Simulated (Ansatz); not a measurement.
# C₄H₆ClF: a ladder of functionals and wavefunction methods

One table from this session's results is given with a row withheld; the runs are named, their logs left out.

The runs use Ansatz 0.2.0, Gaussian basis; functionals in def2-TZVPP, the program's frozen cores in correlated methods.

Plan: PBE-D4, r2SCAN-D4, PBE0-D4, B3LYP-D4, ωB97X-V, ωB97M-V, B2PLYP; CCSD(T)/def2-TZVPP; MP2/def2-QZVPP; extrapolation to the limit.

## The relaxed structure

The geometry comes from an earlier relaxation with PBE0-D4 in a triple-zeta def2 set; it is a stationary point, not always the lowest conformer.

SMILES `C[C@@]1(Cl)C[C@H]1F`, 12 atoms, charge 0, spin multiplicity 1.

Atoms are counted from 1 here; the program's logs count them from 0.

Bond lengths: C1–C2 1.497 Å, C1–H7 1.091 Å, C1–H8 1.091 Å, C1–H9 1.091 Å, C2–Cl3 1.765 Å, C2–C4 1.504 Å, C2–C5 1.488 Å, C4–C5 1.490 Å, C4–H10 1.082 Å, C4–H11 1.084 Å, C5–F6 1.361 Å, C5–H12 1.083 Å. Angles: C2–C1–H7 110.4°, C2–C1–H8 110.0°, C2–C1–H9 110.6°, H7–C1–H8 108.8°, H7–C1–H9 108.7°, H8–C1–H9 108.3°, C1–C2–Cl3 113.5°, C1–C2–C4 120.5°, C1–C2–C5 120.8°, Cl3–C2–C4 116.6°, Cl3–C2–C5 115.6°, C4–C2–C5 59.7°, C2–C4–C5 59.6°, C2–C4–H10 119.2°, C2–C4–H11 115.8°, C5–C4–H10 118.0°, C5–C4–H11 117.0°, H10–C4–H11 115.7° and more.

Set-up of the first run:

Contents of in.yaml:

```yaml
crystal:
  periodic: [false, false, false]
  atoms:
    - {symbol: C, position_ang: [-0.587867, -0.852741, 1.044373]}
    - {symbol: C, position_ang: [0.420747, -0.054592, 0.278879]}
    - {symbol: Cl, position_ang: [2.002313, 0.013932, 1.059102]}
    - {symbol: C, position_ang: [0.412473, -0.054756, -1.225594]}
    - {symbol: C, position_ang: [0.018686, 1.166978, -0.468661]}
    - {symbol: F, position_ang: [-1.296162, 1.519175, -0.456336]}
    - {symbol: H, position_ang: [-0.271747, -1.894698, 1.118432]}
    - {symbol: H, position_ang: [-1.555361, -0.812790, 0.541685]}
    - {symbol: H, position_ang: [-0.708802, -0.452113, 2.052288]}
    - {symbol: H, position_ang: [1.354365, -0.041779, -1.758078]}
    - {symbol: H, position_ang: [-0.383817, -0.622834, -1.692453]}
    - {symbol: H, position_ang: [0.672274, 2.031019, -0.459738]}
basis:
  gaussian: {orbitals: def2-TZVPP}
hamiltonian: {xc: pbe, dispersion: d4}
output: {forces: true, orbitals: {seedname: orbitals}}
```

The run is started by

```console
$ ansatz run in.yaml --threads 4 --pin off --events-out ev --progress --plain --max-ram 10444MiB
```

Steps of the session up to this table: PBE-D4 (GGA); r2SCAN-D4 (meta-GGA); PBE0-D4 (hybrid); B3LYP-D4 (hybrid); ωB97X-V (range-separated); ωB97M-V (range-separated); B2PLYP (double hybrid); CCSD(T) in def2-TZVPP; MP2 in def2-QZVPP.

One table of the session follows, with a row left open; its other results are not shown here.

| method | atomisation energy (kJ/mol) |
| --- | --- |
| PBE-D4 | 4906.2 |
| r2SCAN-D4 | 4782.0 |
| PBE0-D4 | 4815.7 |
| B3LYP-D4 | 4739.8 |
| ωB97X-V | ? |
| ωB97M-V | 4776.0 |
| B2PLYP | 4698.5 |
| HF/def2-TZVPP | 3463.1 |
| MP2/def2-TZVPP | 4743.5 |
| CCSD/def2-TZVPP | 4553.4 |
| CCSD(T)/def2-TZVPP | 4631.5 |
| MP2/CBS | 4858.1 |
| CCSD(T)/CBS | 4746.1 |

**Question.** Estimate the row for ωB97X-V.

As computed: atomisation energy (kJ/mol): 4772.2. In the column «atomisation energy (kJ/mol)» it lies between CCSD(T)/CBS (4746.1) and ωB97M-V (4776.0).

Limits of these values: Free atoms (4 C, 1 Cl, 1 F, 6 H) were run apart at each level; the atomisation energy is their sum less the molecule, without zero-point or spin-orbit terms.
